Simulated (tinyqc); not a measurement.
RHF in the sto-6g basis, for HF, spin multiplicity 1, step by step. One step of it, computed by the program tinyqc.

Problem. Iteration 2: building the Fock matrix. J_ij = sum D_kl (ij|kl), K_ij = sum D_kl (ik|jl); F = H + J - 0.5 K; E = tr D H + tr D J / 2 - 0.25 tr D K + E_nn.

D after iteration 1:
```
            1F 1s      1F 2s    1F 2px    1F 2py     1F 2pz      2H 1s
1F 1s    2.109395  -0.469593  0.000000  0.000000   0.073591  -0.024749
1F 2s   -0.469593   2.033122  0.000000  0.000000  -0.392850   0.001624
1F 2px   0.000000   0.000000  2.000000  0.000000   0.000000   0.000000
1F 2py   0.000000   0.000000  0.000000  2.000000   0.000000   0.000000
1F 2pz   0.073591  -0.392850  0.000000  0.000000   1.106396   0.760244
2H 1s   -0.024749   0.001624  0.000000  0.000000   0.760244   0.561404
```

core Hamiltonian H = T + V (hartree):
```
             1F 1s       1F 2s     1F 2px     1F 2py     1F 2pz      2H 1s
1F 1s   -40.890547   -9.117354   0.000000   0.000000  -0.010377  -1.204950
1F 2s    -9.117354  -10.858194   0.000000   0.000000  -0.121470  -2.737823
1F 2px    0.000000    0.000000  -8.666153   0.000000   0.000000   0.000000
1F 2py    0.000000    0.000000   0.000000  -8.666153   0.000000   0.000000
1F 2pz   -0.010377   -0.121470   0.000000   0.000000  -8.733672  -1.910517
2H 1s    -1.204950   -2.737823   0.000000   0.000000  -1.910517  -4.588642
```

Two-electron integrals (ij|kl) in chemists' order, unique and non-zero (hartree):
```
(11|11) 5.406240   (21|11) 0.768129   (21|21) 0.138909   (22|11) 1.266271
(22|21) 0.283987   (22|22) 0.926367   (31|31) 0.029452   (32|31) 0.044681
(32|32) 0.204753   (33|11) 1.266273   (33|21) 0.283987   (33|22) 0.926366
(33|33) 0.998085   (41|41) 0.029452   (42|41) 0.044681   (42|42) 0.204753
(43|43) 0.053789   (44|11) 1.266273   (44|21) 0.283987   (44|22) 0.926366
(44|33) 0.890506   (44|44) 0.998085   (51|51) 0.029452   (52|51) 0.044681
(52|52) 0.204753   (53|53) 0.053789   (54|54) 0.053789   (55|11) 1.266273
(55|21) 0.283987   (55|22) 0.926366   (55|33) 0.890506   (55|44) 0.890506
(55|55) 0.998085   (61|11) 0.107375   (61|21) 0.018622   (61|22) 0.037269
(61|33) 0.037207   (61|44) 0.037207   (61|51) 0.000811   (61|52) 0.001589
(61|55) 0.037395   (61|61) 0.002538   (62|11) 0.281652   (62|21) 0.064162
(62|22) 0.234725   (62|33) 0.231365   (62|44) 0.231365   (62|51) 0.004665
(62|52) 0.035703   (62|55) 0.241446   (62|61) 0.008612   (62|62) 0.074853
(63|31) 0.006994   (63|32) 0.040500   (63|53) 0.007397   (63|63) 0.010761
(64|41) 0.006994   (64|42) 0.040500   (64|54) 0.007397   (64|64) 0.010761
(65|11) 0.196386   (65|21) 0.045354   (65|22) 0.177328   (65|33) 0.169953
(65|44) 0.169953   (65|51) 0.009826   (65|52) 0.065615   (65|55) 0.192077
(65|61) 0.006340   (65|62) 0.069408   (65|65) 0.074538   (66|11) 0.457258
(66|21) 0.106119   (66|22) 0.447174   (66|33) 0.432833   (66|44) 0.432833
(66|51) 0.009232   (66|52) 0.099604   (66|55) 0.475856   (66|61) 0.014330
(66|62) 0.188559   (66|65) 0.202535   (66|66) 0.774999
```

nuclear repulsion = 4.19242509 hartree

Give: Coulomb J; exchange K; Fock matrix F; total energy of this density.

Solution.

Coulomb J (hartree):
```
          1F 1s   1F 2s  1F 2px  1F 2py   1F 2pz   2H 1s
1F 1s   20.2740  3.6452  0.0000  0.0000  -0.0107  0.4914
1F 2s    3.6452  9.5377  0.0000  0.0000   0.0014  2.3875
1F 2px   0.0000  0.0000  9.5505  0.0000   0.0000  0.0000
1F 2py   0.0000  0.0000  0.0000  9.5505   0.0000  0.0000
1F 2pz  -0.0107  0.0014  0.0000  0.0000   9.5122  1.8014
2H 1s    0.4914  2.3875  0.0000  0.0000   1.8014  4.6979
```

exchange K (hartree):
```
          1F 1s    1F 2s  1F 2px  1F 2py   1F 2pz   2H 1s
1F 1s   11.1127   1.7683  0.0000  0.0000   0.0009  0.2583
1F 2s    1.7683   3.0492  0.0000  0.0000  -0.1487  0.8556
1F 2px   0.0000   0.0000  2.6168  0.0000   0.0000  0.0000
1F 2py   0.0000   0.0000  0.0000  2.6168   0.0000  0.0000
1F 2pz   0.0009  -0.1487  0.0000  0.0000   2.0895  0.7283
2H 1s    0.2583   0.8556  0.0000  0.0000   0.7283  0.9643
```

Fock matrix F (hartree):
```
           1F 1s    1F 2s   1F 2px   1F 2py   1F 2pz    2H 1s
1F 1s   -26.1729  -6.3563   0.0000   0.0000  -0.0215  -0.8427
1F 2s    -6.3563  -2.8450   0.0000   0.0000  -0.0457  -0.7781
1F 2px    0.0000   0.0000  -0.4240   0.0000   0.0000   0.0000
1F 2py    0.0000   0.0000   0.0000  -0.4240   0.0000   0.0000
1F 2pz   -0.0215  -0.0457   0.0000   0.0000  -0.2662  -0.4733
2H 1s    -0.8427  -0.7781   0.0000   0.0000  -0.4733  -0.3729
```

total energy of this density = -99.458892 hartree
